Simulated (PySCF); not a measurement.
Simulated C 1s region for 1,1-dichloro-2-fluoroethane (`FCC(Cl)Cl`), binding energy against the vacuum level.

Every computed line was given a Gaussian of 0.8 eV full width at half maximum and an area set by the number of equivalent atoms; the highest printed point is 100. Theory: PySCF, delta-SCF UKS SCAN, pcX-2 on the ionised atom, pcseg-1 elsewhere, spin-free X2C.

binding energy (eV), intensity and a bar:
```
    292.9          0 
    293.0          0 
    293.1          1 
    293.2          3 #
    293.3          5 ##
    293.4         10 ###
    293.5         18 #####
    293.6         28 ########
    293.7         43 #############
    293.8         59 ##################
    293.9         76 #######################
    294.0         90 ###########################
    294.1         98 ##############################
    294.2        100 ##############################
    294.3         94 ############################
    294.4         82 #########################
    294.5         66 ####################
    294.6         49 ###############
    294.7         34 ##########
    294.8         22 ######
    294.9         13 ####
    295.0          7 ##
    295.1          3 #
    295.2          2 
    295.3          1 
    295.4          0
```

**Question.** How many maxima does the curve show, and how many computed lines lie under it?

**Answer.** The curve has 1 maximum (at 294.2 eV). Under it lie 2 lines from 2 inequivalent carbon sites. At this width some lines have no maximum of their own.

**Question.** Decompose the envelope and assign each component. Numbering: `[F:1][CH2:2][CH:3]([Cl:4])[Cl:5]`.

**Answer.** 
```
position (eV)  relative area  line  atoms     environment
       294.06              1  C 1s     C2  sp3 C–F carbon
       294.28              1  C 1s     C3    CHCl2 carbon
```

**Question.** What are the centre and the root-mean-square width of the whole band?

**Answer.** The area-weighted mean of the lines is 294.17 eV. Their own spread about it is 0.11 eV (rms) and each Gaussian has σ = 0.8/2.355 = 0.34 eV; the variances add, which gives 0.36 eV.

**Question.** Above which line width would these two lines show one maximum?

**Answer.** Two equal Gaussians merge once their distance is under 2σ = FWHM/1.177. With 0.23 eV between them that is a full width over 0.27 eV.

The 2 C 1s values lie within 0.22 eV of each other; Gaussian lines of 0.5 eV full width would blend them into one maximum.

No satellites, vibrations or lifetime broadening are included. Geometry: PBE0-D3(BJ)/def2-SVP, one conformer, isolated molecule.

Hardware: an x86-64 server with one thread (shared host). Cost: 18 s of wall time.

Conformer computed: `[F:1][CH2:2][CH:3]([Cl:4])[Cl:5]`: F1–C2–C3–Cl4 -176°.
